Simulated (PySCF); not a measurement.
Two structures of CH8OSi, closed shell, reached by relaxing down either side of one saddle point (PBE0-D4/def2-TZVP). Energies are electronic, without zero-point energy. Program: PySCF 2.14 with density fitting (its default auxiliary sets; JK sets also for MP2 and CCSD(T)). Basis: def2-TZVPP and def2-QZVPP. Cores are frozen in the correlated methods. Extrapolation: Hartree–Fock as exp(−7.88 √X), correlation as X^−2.97. First:

```
11
angstrom
Si -1.1920 0.4935 0.1401
C 0.0712 -0.1865 1.3335
H -1.1069 -0.2143 -1.1731
H -2.5800 0.3110 0.6438
H -0.9701 1.9409 -0.1171
H 2.0741 -1.1061 -1.7960
O 1.8376 -0.1765 -1.7579
H -0.0972 -1.2497 1.5179
H 1.0729 -0.0603 0.9176
H 0.0208 0.3364 2.2909
H 0.9006 -0.1511 -1.9711
```

Second:

```
11
angstrom
Si -1.1583 1.1259 -0.8271
C 1.2011 -1.0716 1.2998
H -2.1741 1.8916 -1.6015
H -1.8792 0.1459 0.0312
H -0.3670 2.0489 0.0173
H 1.3204 -0.7754 0.2580
O -0.0756 0.3845 -1.8256
H 0.3502 -1.7466 1.3913
H 2.1029 -1.5776 1.6431
H 1.0282 -0.1869 1.9126
H -0.4157 -0.2425 -2.4646
```

(1) Which bonds change from the first to the second?

(2) Give the saddle point's structure and its height above each. (To be estimated.)

T1 diagnostic: at most 0.012.

## Answers

(1) CH₆Si ([CH3][SiH3]) + H₂O → SiH₄O ([OH][SiH3]) + CH₄; bonds formed: Si1–O7, C2–H6; bonds broken: Si1–C2, H6–O7.

(2) The calculation gives: 49.83 kcal/mol above the first and 70.22 kcal/mol above the second (CCSD(T) at an estimated basis limit (MP2 extrapolated from triple and quadruple zeta, plus CCSD(T) − MP2 in triple zeta)).
```
11
angstrom
Si -0.6608 0.7567 -0.2034
C 0.5188 -0.7272 0.9233
H -1.6204 1.0010 -1.3364
H -1.6662 0.4458 0.8629
H 0.0183 2.0175 0.1655
H 0.7150 -0.4984 -0.4803
O 0.5767 0.1023 -1.4708
H -0.1917 -1.5101 1.1856
H 1.5099 -1.1940 0.8108
H 0.6181 -0.0391 1.7645
H 0.1823 -0.3546 -2.2217
```

Labels in which every atom is bracketed show which atoms are joined, not bond orders.

For scale, one of the runs: CCSD(T)/def2-TZVPP, 216 basis functions, launched by `OMP_NUM_THREADS=4 python run.py`. Time: 7.9 min of wall clock on 4 CPU threads of an Arm Neoverse V1; the host was shared. Peak host memory: 3 GiB.
